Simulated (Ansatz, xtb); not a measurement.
Ranking isomers of C4H9ClO

3 gas-phase structures of C4H9ClO, from a drawn sample of its isomers (lower ones may exist). Each was relaxed with GFN2-xTB; where two conformers were screened, the lower at r2SCAN-D4/def2-SVP//GFN2-xTB is listed:

A. `COC[C@@H](C)Cl`, a singlet
B. `COCCCCl`, a singlet
C. `CO[C@@H](C)CCl`, a singlet

**Question.** Make a reasoned guess at their ranking by r2SCAN-D4/def2-SVP//GFN2-xTB single-point energy.

**Answer.** Calculated order at r2SCAN-D4/def2-SVP//GFN2-xTB: A (0.0), C (1.1), B (1.6) kcal/mol. Less than 1 kcal/mol parts C and B, so the order within that pair means little.

Energies above the lowest of each column, in kcal/mol; the last columns are at r2SCAN-D4/def2-SVP geometries:

| structure | GFN2-xTB | HF/STO-3G | r2SCAN-D4/def2-SVP//GFN2-xTB | r2SCAN-D4/def2-SVP | CCSD(T)/def2-SVP + ΔMP2/def2-TZVPP |
| --- | --- | --- | --- | --- | --- |
| A | 0.0 | 0.0 | 0.0 | 0.0 | 0.0 |
| C | 1.1 | 1.2 | 1.1 | 1.1 | 0.6 |
| B | 2.3 | 0.6 | 1.6 | 1.5 | 1.6 |

Every level run on A puts it lowest or level with the lowest. Flexible structures stand in one conformer each, not always the lowest. ΔMP2 is the change of the MP2 energy from the smaller to the larger basis.

Programs: Ansatz 0.2.0, xtb 6.7.1.
